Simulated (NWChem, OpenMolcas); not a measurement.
**A ladder of methods for BH2O (SMILES [BH]O)**

BH2O: 4 atoms, total charge 0, spin state doublet. SMILES: `[BH]O`. The coordinates come from a PBE0-D4/def2-TZVP relaxation.

```csv
atom,x (Å),y (Å),z (Å)
B,-0.0061,-0.4855,0.3883
O,0.1197,0.5445,-0.4486
H,-1.0642,-1.0324,0.5403
H,1.0061,0.9132,-0.5003
```

Each level gives the dipole moment (D). The values are calculated.

| level | kind | program | value (D) | CPU time |
| --- | --- | --- | --- | --- |
| ROHF/cc-pVTZ | Hartree–Fock | OpenMolcas | 1.37 | 11 s |
| UHF/cc-pVTZ | Hartree–Fock | OpenMolcas | 1.37 | 11 s |
| U-revPBE/cc-pVTZ | GGA | OpenMolcas | 1.53 | 35 s |
| UBLYP/cc-pVTZ | GGA | OpenMolcas | 1.52 | 38 s |
| UPBE/cc-pVTZ | GGA | NWChem | 1.53 | 12 s |
| U-r2SCAN/cc-pVTZ | meta-GGA | OpenMolcas | 1.50 | 45 s |
| UTPSS/cc-pVTZ | meta-GGA | OpenMolcas | 1.50 | 47 s |
| UB3LYP/cc-pVTZ | global hybrid | OpenMolcas | 1.46 | 37 s |

The values span 1.37 to 1.53 D. Magnitudes only. Times are those of the runs behind each value, whatever else they computed, on shared processors of several kinds: orders of magnitude only.
